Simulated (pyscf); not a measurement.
Single points on ωB97X-D3(BJ)/def2-SVP structures (PySCF, gas phase).

SMILES: O[As](O)[SiH3]
```xyz
9

O      1.3805    -0.7436    -0.5237
As    -0.1120     0.1845    -0.9282
O      0.5659     1.8048    -1.3375
Si    -0.3650     0.8229     1.3274
H      1.6043    -1.3302    -1.2569
H      0.5645     1.9222    -2.2956
H     -0.7365    -0.3758     2.1331
H     -1.4542     1.8367     1.4272
H      0.9245     1.3920     1.7996
```

### Question
How much does it cost (ΔH, 298 K, ωB97M-D3(BJ)/def2-TZVP) to split `[OH][As]([OH])[SiH3]` at its As–Si bond into HO–As•–OH + SiH₃•?

### Answer
As–Si to HO–As•–OH + SiH₃•: 55.4 kcal/mol. The 7 functionals that were run give +52.0 (M06-2X) to +61.6 kcal/mol (ωB97X-D3(BJ)). HO–As(OH)–SiH₃ lies 18.0 kcal/mol over its isomer HO–SiH₂–AsH–OH, and others may lie lower still (electronic energy, ωB97M-D3(BJ)). Other isomers of HO–As•–OH were not searched in full and may lie lower. Elements up to Kr have no core potential and no relativistic terms here.
